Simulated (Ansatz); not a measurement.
A made-up structure of B₂H₂O, singlet:

B1  (-0.378, 0.396, -0.384)
B2  (0.566, -0.594, 0.575)
O3  (1.246, -1.307, 1.266)
H4  (-0.948, -0.050, -1.329)
H5  (1.804, -2.053, 1.534)
(Å)

It is relaxed with PBE-D4/def2-SVP and then PBE0-D4/def2-TZVP (Ansatz 0.2.0). Atoms count as bonded within 1.22 times the sum of their covalent radii (H–H: 0.88 Å). The end point is not checked to be a true minimum.

(1) Does its bonding change? (Judge from chemistry; the calculation decides.)

Results:

(1) By the calculation: No: no bond forms or breaks.

Where it ends: The first stage lowers the energy by 1.13 eV in 11 steps. It ends as B₂H₂O ([BH][B][OH]):
B1  (-0.333, -0.104, -0.496)
B2  (0.609, -0.673, 0.546)
O3  (1.432, -1.098, 1.482)
H4  (-1.065, 0.304, -1.318)
H5  (1.646, -2.038, 1.448)
(Å)

Labels in which every atom is bracketed show which atoms are joined, not bond orders.

For scale, one of the runs: PBE0-D4/def2-TZVP relaxation, 105 basis functions, launched by `ansatz run in.yaml --threads 2 --pin off --events-out ev --progress --plain --max-ram 4352MiB`. Hardware: 2 CPU threads of an Arm Neoverse V2, shared host. Wall time about 11 s.
